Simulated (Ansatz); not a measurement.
Reaction (atomization): `CC(O)(O)F` → 2 C• + F• + 5 H• + 2 O•

Gas-phase electronic energies from Ansatz, PBE0-D4/def2-TZVP geometries. CBS: MP2 limit from def2 TZ/QZ plus the TZ coupled-cluster correction, frozen cores. This one scheme is used for every species, atoms too. Functionals use def2-TZVPP. Open shells (•) are unrestricted, without spin–orbit coupling. Spin–orbit coupling would lower the free atoms: a little for C, F, O. Each species was taken in one conformer, which may not be the lowest.

`CC(O)(O)F`:

Z-matrix (Å, degrees):
```
C
C 1 1.506
H 1 1.089 2 109.6
H 1 1.090 2 109.9 3 119.7
H 1 1.089 2 109.3 3 -120.0
O 2 1.358 1 110.0 3 56.9
O 2 1.383 1 114.6 3 179.1
F 2 1.397 1 107.7 3 -62.4
H 6 0.965 2 107.5 1 168.3
H 7 0.962 2 108.5 1 68.1
```

Task: What is ΔE at CCSD(T)/CBS? (An estimate is asked.)

Result: The calculation gave: +3951.8 kJ/mol.

Task: What do these levels give: PBE-D4, PBE0-D4, ωB97X-V, PBE, r2SCAN, PBE0, MP2/def2-TZVPP, SCS-MP2/def2-TZVPP, HF/def2-QZVPP, MP2/def2-QZVPP, MP2/CBS(def2), CCSD/CBS(def2)? (Estimate.)

Result: Ansatz gave: PBE-D4 4060.1, PBE0-D4 3949.1, ωB97X-V 3951.1, PBE 4045.6, r2SCAN 3955.2, PBE0 3937.2, MP2/def2-TZVPP 3946.7, SCS-MP2/def2-TZVPP 3897.1, HF/def2-QZVPP 2755.3, MP2/def2-QZVPP 4010.1, MP2/CBS(def2) 4054.7, CCSD/CBS(def2) 3885.1 kJ/mol.

Largest T1 diagnostic among the species: 0.011.

The D4 term adds +23.1 kJ/mol with B3LYP and +11.9 kJ/mol with PBE0; it sums over pairs of atoms, weighted by their polarisabilities, and B3LYP, whose exchange is more repulsive, gets the larger term. In def2-TZVPP, CCSD(T) changes the Hartree–Fock value by +1092.6 kJ/mol (the triples alone add +66.7 kJ/mol) and MP2 by +1195.5 kJ/mol; breaking electron pairs costs correlation energy, which Hartree–Fock lacks. From PBE to PBE0 (25 % exact exchange), in def2-TZVPP and without D4, ΔE moves by −108.4 kJ/mol: exact exchange takes away binding that semilocal exchange gives to molecules.

B3LYP here is the variant with VWN-RPA as its local correlation; programs differ in this.

For atomizations the MP2-based limit and the directly extrapolated one differ by several kJ/mol either way, and by 10 to 25 for some Ge, Se and Sn compounds, so smaller differences from it don't rank the levels.
